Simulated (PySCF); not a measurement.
Unrelated species, one level of theory. Level of theory: PySCF 2.14.0, density-fitted response routines, TDDFT CAM-B3LYP/def2-SVPD, vertical, gas phase, core orbitals frozen in the response. Geometries: GFN2-xTB; one conformer of each isolated species. Triplets are in the Tamm–Dancoff approximation. 'Strongest' means the level of largest summed f among the lowest 8 singlets; it needn't be the same kind of state in each.

Question: Rank by computed HOMO–LUMO gap, lowest first.
A. `COC=O`
B. `FC(F)(F)CS[SiH2][SiH3]`
C. `[SiH3]N([SiH3])C1=CSC=C1`
D. `[SiH3]C#C[SiH2]O[SiH3]`

Answer: C (7.93 eV), B (8.90 eV), D (9.66 eV), A (11.15 eV).

```tsv
SMILES	gap (eV)	first f ≥ 0.01 (nm)	f (S1)	T1 (eV)	strongest (eV)	S1 mainly
[SiH3]N([SiH3])c1ccsc1	7.93	244	0.096	3.60	6.41	H→L (95%)
FC(F)(F)CS[SiH2][SiH3]	8.90	173	0.004	5.07	7.19	H→L (78%)
[SiH3]C#C[SiH2]O[SiH3]	9.66	168	0.000	4.68	7.87	H→L (72%)
COC=O	11.15	152	0.002	5.46	8.44	H→L (96%)
```

H and L stand for HOMO and LUMO.
